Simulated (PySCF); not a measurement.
From one molecule to another.

First species: C₅H₈O.
Cartesian coordinates in Å at the GFN2-xTB level; atoms count from 1:
```
atom  x, y, z in Å
C1     2.1831    0.7176   -0.1625
O2     1.6927   -0.5194    0.3173
C3     0.3718   -0.6668    0.2054
C4    -0.8132   -0.2563   -0.1408
C5    -1.7605    0.7142   -0.7094
C6    -0.7251   -1.6396    0.4776
H7     3.2660    0.6776   -0.0645
H8     1.7894    1.5497    0.4291
H9     1.9113    0.8653   -1.2119
H10   -1.2631    1.6605   -0.9161
H11   -2.5827    0.8907   -0.0154
H12   -2.1850    0.3306   -1.6385
H13   -1.0585   -1.8014    1.4990
H14   -0.8269   -2.5231   -0.1464
```

Second species: C₅H₈O.
Z-matrix (Å and degrees, GFN2-xTB geometry), rows numbered from 1:
```
C 
C   1  1.5101
O   2  1.2083  1  122.86
C   2  1.4836  1  114.41  3   179.98
C   4  1.5131  2  117.62  1  -146.41
C   5  1.4831  4   60.65  2  -107.11
H   1  1.0881  2  109.60  3   120.78
H   1  1.0863  2  110.30  3    -0.01
H   1  1.0881  2  109.59  3  -120.69
H   4  1.0820  2  115.51  1     0.02
H   5  1.0795  4  116.29  6   108.65
H   5  1.0793  4  117.61  6  -109.77
H   6  1.0795  4  116.29  5  -108.60
H   6  1.0794  4  117.57  5   109.83
```

Levels: B3LYP/def2-SVPD for dipole moment, HOMO energy, LUMO energy, HOMO–LUMO gap, static isotropic polarisability and electronic spatial extent ⟨r²⟩ about the centre of nuclear charge; TDDFT B3LYP/def2-SVPD for lowest singlet excitation; TDA B3LYP/def2-SVPD for lowest triplet excitation (Tamm–Dancoff); GFN2-xTB for rotational constant A and rotational constant C. Geometries: GFN2-xTB. Each structure is a single optimised conformer of the isolated species, non-relativistic unless stated. Electronic properties by PySCF.

The conformers computed, where there is a choice (atom-mapped SMILES and torsion angles):
- `[CH3:1][O:2][C:3]1=[C:4]([CH3:5])[CH2:6]1`: C1–O2–C3–C4 1°
- `[CH3:1][C:2](=[O:3])[CH:4]1[CH2:5][CH2:6]1`: C1–C2–C4–C5 -146°

```tsv
property	column X	column Y
dipole moment	2.04 D	3.03 D
HOMO energy	-5.91 eV	-7.03 eV
LUMO energy	0.26 eV	-0.69 eV
HOMO–LUMO gap	6.17 eV	6.34 eV
lowest singlet excitation	5.27 eV	4.54 eV
lowest triplet excitation (Tamm–Dancoff)	4.49 eV	4.02 eV
static isotropic polarisability	65.4 au	61.5 au
electronic spatial extent ⟨r²⟩ about the centre of nuclear charge	670 bohr²	598 bohr²
rotational constant A	6.087 GHz	7.168 GHz
rotational constant C	1.896 GHz	2.313 GHz
```

Which column belongs to which species?

Column X is the first species and column Y the second. The first has 14 atoms and 46 electrons, the second 14 and 46.

How does each property change from the first species to the second?

dipole moment +0.99 D; HOMO energy -1.12 eV; LUMO energy -0.95 eV; HOMO–LUMO gap +0.17 eV; lowest singlet excitation -0.73 eV; lowest triplet excitation (Tamm–Dancoff) -0.47 eV; static isotropic polarisability -3.9 au; electronic spatial extent ⟨r²⟩ about the centre of nuclear charge -72 bohr²; rotational constant A +1.081 GHz; rotational constant C +0.417 GHz.

On the first: The polarisability is 9.69 Å³ as a volume (1 au = 0.148185 Å³), or 1.42 au for each of the 46 electrons. The vertical singlet–triplet gap S1 − T1 is 0.78 eV (TDDFT singlet less Tamm–Dancoff triplet).

On the second: In atomic units the dipole is 1.19 e·bohr (1 au = 2.5417 D). In wavenumbers S1 is 36600 cm⁻¹ (1 eV = 8065.54 cm⁻¹).
